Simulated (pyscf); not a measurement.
This saddle point was located with ωB97X-D3(BJ)/def2-SVP in PySCF.

```
Si
H 1 1.4796
H 1 1.4858 2 119.56
H 1 1.5047 2 106.97 3 116.22
H 1 1.7287 2 106.07 4 85.31
H 5 0.9337 1 83.10 2 80.17
Se 6 1.8795 5 158.47 1 13.19
Si 7 2.2509 6 86.60 5 79.56
H 8 1.4885 7 112.07 6 110.77
H 8 1.4907 9 109.42 7 -124.33
H 8 1.5021 9 108.91 10 -117.24
```

Surface: singlet, charge 0. Lowest wavenumbers (cm⁻¹): 1227i, 84, 115, 196, 252.

Question: Which two sides does it connect, and which bonds change?

Answer: H₃Si–Se–SiH₃ + hydrogen (H₂) <-> silane (SiH₄) + H₃Si–SeH, a four-centre exchange read from left to right: Se–Si, H–H broken and H–Si, H–Se formed. At ωB97M-D3(BJ)/def2-TZVP it lies +55.1 kcal/mol from the left side and +45.6 kcal/mol from the right (each side as separated species at their lowest minima found). One saddle was located; it need not be the lowest between these sides. Elements up to Kr have no core potential and no relativistic terms here.
